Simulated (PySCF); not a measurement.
**CH3PSi: electronic excitations and core binding energies**

Aim: predict the electronic excitations and core binding energies of CH3PSi (`[SiH3]C#P`).

Computed with PySCF 2.14.0, with density-fitted response routines of our own, on a single molecule in the gas phase. Atoms are numbered from 0 throughout.

## (1) Starting geometry

6 atoms, charge 0, multiplicity 1; geometry from: GFN2-xTB.

Bonds of the start (Å): Si0–C1 1.85, C1–P2 1.56, Si0–H3 1.47, Si0–H4 1.47, Si0–H5 1.47.

## (2) Excited states and response: CAM-B3LYP/def2-SVPD

Job settings and geometry (Å):

```
{"job": {"kind": "uv", "xc": "CAM-B3LYP", "basis": "def2-SVPD", "nstates": 8, "ntriplets": 3}, "charge": 0, "multiplicity": 1}
Si    -0.648979    -0.016345    -0.008121
C      1.197507     0.031277     0.005381
P      2.758298     0.069969     0.015626
H     -1.128589     1.214772    -0.641357
H     -1.066187    -1.194308    -0.773221
H     -1.108927    -0.103374     1.380117
```

Method: TDDFT CAM-B3LYP/def2-SVPD, vertical, gas phase, core orbitals frozen in the response.

The run is started by

```bash
$ OMP_NUM_THREADS=1 python probes_run.py task.json out
```

This one command runs all jobs of the session in turn.

Output:

```text
coarse grid: 6200 points
cycle   1  E = -670.3633011659  dE = -5.944e-03  |g| = 2.124e-01  |ddm| = 2.724e+00
cycle   2  E = -670.3593617473  dE =  3.939e-03  |g| = 2.461e-01  |ddm| = 4.851e-01
cycle   3  E = -670.3746504767  dE = -1.529e-02  |g| = 9.122e-02  |ddm| = 2.823e-01
cycle   4  E = -670.3771222422  dE = -2.472e-03  |g| = 1.203e-02  |ddm| = 1.121e-01
cycle   5  E = -670.3771769712  dE = -5.473e-05  |g| = 1.417e-03  |ddm| = 3.148e-02
cycle   6  E = -670.3771777779  dE = -8.068e-07  |g| = 2.300e-04  |ddm| = 4.321e-03
final grid: 51176 points
cycle   7  E = -670.4596740059  dE = -3.321e-06  |g| = 8.302e-04  |ddm| = 1.511e-02
cycle   8  E = -670.4596735726  dE =  4.333e-07  |g| = 1.497e-03  |ddm| = 2.501e-03
cycle   9  E = -670.4596742171  dE = -6.445e-07  |g| = 1.034e-04  |ddm| = 1.311e-03
cycle  10  E = -670.4596742206  dE = -3.482e-09  |g| = 2.650e-05  |ddm| = 1.987e-04
cycle  11  E = -670.4596742208  dE = -2.424e-10  |g| = 4.062e-06  |ddm| = 7.023e-05
converged SCF energy = -670.4596742208

Static polarisability (au): isotropic 63.432, principal 49.707 49.713 90.877

Singlet excitations
state   eV       nm        f      main configurations
  1   4.0291    307.7   0.00000   H->L 0.35, H-1->L+1 0.35, H-1->L 0.14
  2   4.3916    282.3   0.00029   H-1->L+1 0.45, H->L 0.45
  3   4.3917    282.3   0.00029   H->L+1 0.45, H-1->L 0.45
  4   6.4246    193.0   0.01020   H-2->L 0.96
  5   6.4250    193.0   0.01019   H-2->L+1 0.96
  6   7.1702    172.9   0.94088   H->L+1 0.32, H-1->L 0.32, H->L 0.13
  7   7.3438    168.8   0.02532   H->L+2 0.78, H->L+3 0.18
  8   7.3440    168.8   0.02535   H-1->L+2 0.78, H-1->L+3 0.18

Triplet excitations (Tamm-Dancoff, eV): 3.0825 3.4921 3.4921
```

It took 5.2 s on 1 thread of Arm Neoverse V1, shared host; peak memory 0.38 GiB.

Frontier orbitals and where they lie:

```tsv
orbital	eV	atoms
HOMO−3	-11.78	Si0 41 %, H3 30 %, H4 11 %
HOMO−2	-10.89	P2 56 %, C1 27 %, Si0 11 %
HOMO−1	-9.14	C1 46 %, P2 40 %, Si0 8 %
HOMO	-9.14	C1 46 %, P2 40 %, Si0 8 %
LUMO	-0.55	P2 51 %, C1 36 %, Si0 8 %
LUMO+1	-0.55	P2 51 %, C1 36 %, Si0 8 %
LUMO+2	1.13	Si0 53 %, C1 15 %, P2 10 %
```

With each of the 8 states as a Gaussian band of 0.4 eV half-width at 1/e, the curve within the window shown has maxima at 173 nm (ε 40,000) L/(mol cm). Beyond the last state computed it falls off for lack of states. The curve at chosen wavelengths:

nm, ε (L/mol/cm) and a bar:
```
      162      10535 #########
      170      37114 ##############################
      178      29673 ########################
      186       8122 #######
      194       1627 #
      202        528 
      210        148 
      218         26 
      226          3 
      234          0 
      242          1 
      250          3 
      258          8 
      265         14 
      273         21 
      281         23 
      289         22 
      297         17 
      305         12 
      313          7 
      321          4 
      329          2 
      337          1 
      345          0 
      353          0 
      361          0
```

Leading natural transition orbitals of singlet state 6: the hole lies on P2 38 %; C1 38 %; H3 14 %; the particle on P2 50 %; C1 24 %; H3 8 %.

Leading natural transition orbitals of singlet state 1: the hole lies on C1 50 %; P2 45 %; the particle on P2 55 %; C1 36 %.

Ground-state properties from the same run:

```tsv
property	computed
dipole moment (D)	0.27
polarisability (Å³)	9.40
HOMO–LUMO gap (eV)	8.59
−ε(HOMO) (eV)	9.14
```

The fields below are evaluated on a grid from the run's orbitals.

Frontier orbitals at CAM-B3LYP/def2-SVPD, with the share of their density that lies nearest to each atom:

```tsv
orbital	energy (eV)	lies on
HOMO	-9.14	C1 46 %; P2 44 %
LUMO	-0.55	P2 54 %; C1 32 %
```

ELF in a plane through or near 3 of the atoms.

Ten even steps from '0' (0.00) to '9' (0.99):
```
0000000000000000000000000000
0000000000000000000000000000
0000000000000000000000000000
0000000000000000100000000000
0000011111000003654100000000
0001344444310016887300000000
0014666655531027998300000000
0037898777764237987300000000
0258973168768611255100000000
0369926738139516512000000000
0369926637139517512000000000
0268972168768511266200000000
0037888777764238999500000000
0014666655431139999610000000
0001344444310039999610000000
0000011111000017998300000000
0000000000000002331000000000
0000000000000000000000000000
0000000000000000000000000000
0000000000000000000000000000
```
The map spans 10.7 Å across and 7.7 Å up, centred on the molecule. Atoms in the plane (x, y in Å): Si0 (0.6, 0.0), C1 (-1.2, 0.0), P2 (-2.8, 0.0).

log10 of the density (e/Å³) in the same plane.

Ten even steps from '0' (-4.0) to '9' (1.8):
```
0000000000000000000000000000
0000000000000000000000000000
0000000000000011111000000000
0000111111111122222110000000
0011223333322233333221000000
0122344444433344444321100000
0223444544444445554321100000
1234555655555556655432100000
1334566666666666665432100000
2345668977887679865432100000
2345679977887679865432100000
1334566666666667665432100000
1234555655555556665432100000
0223444544444455655432100000
0122344444433445554321100000
0011223333322334443321000000
0000111111111222322210000000
0000000000000111111100000000
0000000000000000110000000000
0000000000000000000000000000
```
The map spans 10.7 Å across and 7.7 Å up, centred on the molecule. Atoms in the plane (x, y in Å): Si0 (0.6, 0.0), C1 (-1.2, 0.0), P2 (-2.8, 0.0).

On the surface of density 0.002 e/bohr³ the electrostatic potential runs, from the 1st to the 99th percentile, from -0.43 V near C1 to 1.12 V near H5.

## (3) X-ray photoelectron lines: SCAN, X2C

Same as in step 2 but for these lines:

```diff
@@ -1,2 +1,2 @@
-{"job": {"kind": "uv", "xc": "CAM-B3LYP", "basis": "def2-SVPD", "nstates": 8, "ntriplets": 3}, "charge": 0, "multiplicity": 1}
+{"job": {"kind": "xps"}, "charge": 0, "multiplicity": 1}
 Si    -0.648979    -0.016345    -0.008121
```

Level: delta-SCF UKS SCAN, pcX-2 on the ionised atom, pcseg-1 elsewhere, spin-free X2C.

Output:

```text
ground state, core basis on atom 0 (Si), 107 functions
  cycle   1  E = -672.02236995  |g| = 4.17e-01
  cycle   2  E = -671.56606037  |g| = 1.16e+00
  cycle   3  E = -672.05095029  |g| = 2.42e-01
  cycle   4  E = -672.07197721  |g| = 3.77e-02
  cycle   5  E = -672.07242380  |g| = 1.00e-02
  cycle   6  E = -672.07245373  |g| = 1.38e-03
  cycle   7  E = -672.07245456  |g| = 3.35e-04
  E(ground) = -672.08428652 Eh
hole in Si 1s of atom 0
  cycle   1  E = -603.13518936  |g| = 4.35e+00
  cycle   2  E = -602.78787297  |g| = 2.26e+00
  cycle   3  E = -602.64492266  |g| = 1.34e+00
  cycle   4  E = -603.60660338  |g| = 9.60e-01
  cycle   5  E = -604.16565936  |g| = 1.99e-01
  cycle   6  E = -604.18739737  |g| = 6.66e-02
  cycle   7  E = -604.19121736  |g| = 1.48e-02
  cycle   8  E = -604.19133689  |g| = 6.52e-03
  cycle   9  E = -604.19136527  |g| = 8.83e-04
  cycle  10  E = -604.19136563  |g| = 4.45e-04
  E(ion) = -604.21190566 Eh   <S^2> = 0.7524   hole on atom = 1.000   binding energy = 1846.902 eV
hole in Si 2p of atom 0
  cycle   1  E = -667.79218248  |g| = 1.23e+00
  cycle   2  E = -667.29092106  |g| = 1.28e+00
  cycle   3  E = -667.52306516  |g| = 8.70e-01
  cycle   4  E = -668.04550018  |g| = 3.48e-01
  cycle   5  E = -668.10953337  |g| = 8.61e-02
  cycle   6  E = -668.11501863  |g| = 1.65e-02
  cycle   7  E = -668.11517595  |g| = 5.66e-03
  cycle   8  E = -668.11520213  |g| = 7.12e-04
  cycle   9  E = -668.11520449  |g| = 3.94e-04
  E(ion) = -668.13962764 Eh   <S^2> = 0.7521   hole on atom = 1.002   binding energy = 107.340 eV
  2p3/2 = 107.116 eV   2p1/2 = 107.739 eV
ground state, core basis on atom 1 (C), 96 functions
  cycle   1  E = -671.97959401  |g| = 6.10e-02
  cycle   2  E = -671.97908886  |g| = 4.87e-02
  cycle   3  E = -671.97741139  |g| = 8.64e-02
  cycle   4  E = -671.97972785  |g| = 1.07e-02
  cycle   5  E = -671.97977029  |g| = 1.09e-03
  cycle   6  E = -671.97977307  |g| = 1.44e-04
  E(ground) = -672.03329896 Eh
hole in C 1s of atom 1
  cycle   1  E = -660.70481449  |g| = 1.51e+00
  cycle   2  E = -659.21774414  |g| = 2.17e+00
  cycle   3  E = -660.76323692  |g| = 9.74e-01
  cycle   4  E = -661.14644545  |g| = 4.83e-01
  cycle   5  E = -661.29740327  |g| = 9.82e-02
  cycle   6  E = -661.30606118  |g| = 3.04e-02
  cycle   7  E = -661.30742172  |g| = 1.30e-02
  cycle   8  E = -661.30804109  |g| = 9.27e-03
  cycle   9  E = -661.30850712  |g| = 4.91e-03
  cycle  10  E = -661.30856196  |g| = 1.92e-03
  cycle  11  E = -661.30856363  |g| = 5.36e-04
  cycle  12  E = -661.30856354  |g| = 1.35e-04
  E(ion) = -661.36151792 Eh   <S^2> = 0.9983   hole on atom = 1.000   binding energy = 290.394 eV
ground state, core basis on atom 2 (P), 107 functions
  cycle   1  E = -672.09195228  |g| = 3.45e-01
  cycle   2  E = -672.06700579  |g| = 2.84e-01
  cycle   3  E = -672.00487358  |g| = 5.35e-01
  cycle   4  E = -672.09351560  |g| = 2.06e-02
  cycle   5  E = -672.09365429  |g| = 5.54e-03
  cycle   6  E = -672.09366328  |g| = 1.27e-03
  cycle   7  E = -672.09366271  |g| = 2.96e-04
  E(ground) = -672.11750698 Eh
hole in P 1s of atom 2
  cycle   1  E = -591.92883843  |g| = 4.72e+00
  cycle   2  E = -590.57086194  |g| = 2.56e+00
  cycle   3  E = -583.97068343  |g| = 2.68e+00
  cycle   4  E = -593.04118526  |g| = 2.71e-01
  cycle   5  E = -592.91101681  |g| = 5.22e-01
  cycle   6  E = -593.05169464  |g| = 2.06e-01
  cycle   7  E = -593.07663992  |g| = 2.17e-02
  cycle   8  E = -593.07696156  |g| = 5.91e-03
  cycle   9  E = -593.07701879  |g| = 3.33e-03
  cycle  10  E = -593.07705755  |g| = 2.48e-03
  cycle  11  E = -593.07710017  |g| = 1.66e-03
  cycle  12  E = -593.07712211  |g| = 4.85e-04
  cycle  13  E = -593.07712299  |g| = 1.33e-04
  E(ion) = -593.10124505 Eh   <S^2> = 0.7747   hole on atom = 1.000   binding energy = 2150.142 eV
hole in P 2p of atom 2
  cycle   1  E = -666.66683041  |g| = 1.38e+00
  cycle   2  E = -665.16068762  |g| = 1.75e+00
  cycle   3  E = -666.63739156  |g| = 6.68e-01
  cycle   4  E = -666.79124775  |g| = 6.29e-01
  cycle   5  E = -666.97238806  |g| = 3.60e-01
  cycle   6  E = -667.05216999  |g| = 2.36e-02
  cycle   7  E = -667.05246157  |g| = 9.04e-03
  cycle   8  E = -667.05256357  |g| = 4.93e-03
  cycle   9  E = -667.05262826  |g| = 3.31e-03
  cycle  10  E = -667.05272826  |g| = 1.98e-03
  cycle  11  E = -667.05277444  |g| = 7.40e-04
  cycle  12  E = -667.05277683  |g| = 2.92e-04
  E(ion) = -667.08779166 Eh   <S^2> = 0.7780   hole on atom = 1.002   binding energy = 136.866 eV
  2p3/2 = 136.641 eV   2p1/2 = 137.533 eV
```

Run time: 9.1 s. Hardware: 1 thread of Arm Neoverse V1, shared host; peak memory 0.38 GiB.

The holes in one table. −ε is the ground-state orbital energy:

```tsv
hole	stands for	environment	ΔSCF (eV; 2p as the shell's mean)	−ε (eV)	⟨S²⟩
Si1s on Si0	Si0	silicon bonded to C, 3 H	1846.90	1793.7	0.752
Si2p on Si0	Si0	silicon bonded to C, 3 H	107.32	96.5	0.752
C1s on C1	C1	carbon bonded to P, Si	290.39 (doubtful)	274.4	0.998
P1s on P2	P2	phosphorus bonded to C	2150.14	2092.9	0.775
P2p on P2	P2	phosphorus bonded to C	136.94	125.9	0.778
```

Doubtful: the ion did not converge, its hole moved, or its ⟨S²⟩ is well above 0.75.

With the spin-orbit splitting: Si0 2p3/2 107.12, 2p1/2 107.74 eV; P2 2p3/2 136.64, 2p1/2 137.53 eV. The table gives each 2p level as the mean over the whole 2p shell (two parts 2p3/2, one part 2p1/2), which differs a little from the single hole in the log.

## (4) Summary of results

| quantity | value |
| --- | --- |
| lowest singlet (CAM-B3LYP/def2-SVPD) | 4.03 eV (308 nm), f = 0.000 |
| brightest single state of those computed | state 6, 7.17 eV, f = 0.941 |
| lowest triplet | 3.08 eV |
| surface potential, 1st and 99th percentile | -0.43 V and 1.12 V |
| Si1s binding energies, SCAN/pcX-2 | Si0 1846.90 eV |
| Si2p binding energies, SCAN/pcX-2 | Si0 107.32 eV |
| P1s binding energies, SCAN/pcX-2 | P2 2150.14 eV |
| P2p binding energies, SCAN/pcX-2 | P2 136.94 eV |

In words: The first singlet state (HOMO→LUMO 0.35, HOMO−1→LUMO+1 0.35) lies at 4.03 eV and is dark; of the 8 states computed, the strongest absorption comes from state 6 at 7.17 eV. The lowest triplet lies 0.95 eV below the lowest singlet (triplets in Tamm-Dancoff, singlets in full TDDFT).
